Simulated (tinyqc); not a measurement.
Inside a calculation. Method: Pariser-Parr-Pople SCF with singles CI, for the molecule Clc1ccc[nH]1 (SMILES; centres numbered as the heavy atoms are written). One step of it, computed by the program tinyqc.

Question. Iteration 2: orbitals and new P. Diagonalise F (the basis is taken as orthonormal) and form P = 2 sum c c over the lowest orbitals.

F (eV), order 1Cl, 2C, 3C, 4C, 5C, 6N:
```
[[-13.129008, -2.648700, 0.470306, -0.053139, -0.191018, 0.438469],
 [-2.648700, -7.033937, -5.192097, 0.365236, 0.938213, -4.882535],
 [0.470306, -5.192097, -5.179892, -5.082845, 0.444502, 0.726357],
 [-0.053139, 0.365236, -5.082845, -4.889237, -5.282185, 0.830747],
 [-0.191018, 0.938213, 0.444502, -5.282185, -6.893881, -4.810928],
 [0.438469, -4.882535, 0.726357, 0.830747, -4.810928, -9.206517]]
```

pi electrons, sum of z_r less the charge = 8

Give: orbital energies; P after iteration 2.

Answer.

orbital energies (eV): [-16.0998, -13.6588, -10.8523, -10.2465, 1.4695, 3.0553]

P after iteration 2, order 1Cl, 2C, 3C, 4C, 5C, 6N:
```
[[1.9572, 0.1856, -0.1511, 0.0190, 0.0884, -0.1354],
 [0.1856, 1.1937, 0.6793, -0.1213, -0.3523, 0.5725],
 [-0.1511, 0.6793, 1.1098, 0.6430, -0.1441, -0.2636],
 [0.0190, -0.1213, 0.6430, 1.0618, 0.6971, -0.2860],
 [0.0884, -0.3523, -0.1441, 0.6971, 1.2345, 0.5536],
 [-0.1354, 0.5725, -0.2636, -0.2860, 0.5536, 1.4430]]
```
